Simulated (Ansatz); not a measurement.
Computed with frozen-core CCSD(T)/cc-pVTZ // PBE0-D4/def2-TZVP (Ansatz, a first-principles code).

Ansatz 0.2 input:
```yaml
crystal:
  periodic: [false, false, false]
  atoms:
    - { symbol: O, position_ang: [0.486541, -0.000003, -0.000002] }
    - { symbol: H, position_ang: [-0.486541, 0.000003, 0.000002] }
basis:
  gaussian: { orbitals: cc-pVTZ }
correlation:
  method: ccsd_t
magnetization:
  spin_polarized: true
  initial_magnetization: 1
```

Output:

```
Functional definition: HF
261 factors; integrals over basis functions are off by at most 8.8e-4 eV
mean field evaluation 1: about -2051.7658 eV, gradient 1.2e1 eV
mean field evaluation 2: about -2051.7661 eV, gradient 1.2e1 eV
mean field evaluation 4: about -2052.2522 eV, gradient 1.3e0 eV
mean field evaluation 8: about -2052.2590 eV, gradient 5.9e-4 eV
mean field evaluation 16: about -2050.8056 eV, gradient 1.6e1 eV
mean field evaluation 32: about -2052.2590 eV, gradient 5.7e-2 eV
mean field -2052.25902130 eV, -75.4191279616 hartree, gradient 1.6e-6 eV, S^2 0.756093; 2 other end points of the search recorded, 0 dependent functions left out
1 core orbitals not correlated
reference -2052.25902130 eV, -75.4191279616 hartree; 4, 3 occupied and 39, 40 virtual orbitals, 261 factors
second order -5.43544745 eV of doubles, -0.00000000 eV of singles
cycle   1  -5.68388259 eV  change   -2.5e-1 eV  update   3.2e-2
cycle   2  -5.79589762 eV  change   -1.1e-1 eV  update   1.1e-2
cycle   3  -5.80905142 eV  change   -1.3e-2 eV  update   3.9e-3
cycle   4  -5.80854854 eV  change    5.0e-4 eV  update   1.5e-3
cycle   5  -5.80917126 eV  change   -6.2e-4 eV  update   6.3e-4
cycle   6  -5.80932246 eV  change   -1.5e-4 eV  update   2.2e-4
cycle   7  -5.80934249 eV  change   -2.0e-5 eV  update   7.1e-5
cycle   8  -5.80932583 eV  change    1.7e-5 eV  update   2.3e-5
cycle   9  -5.80932671 eV  change   -8.9e-7 eV  update   6.3e-6
perturbative correction -0.13885493 eV, -0.0051028244 hartree
Total energy: -2058.20720294 eV, -75.6377196051 hartree
```

Cost: roughly 1.2 core-seconds.
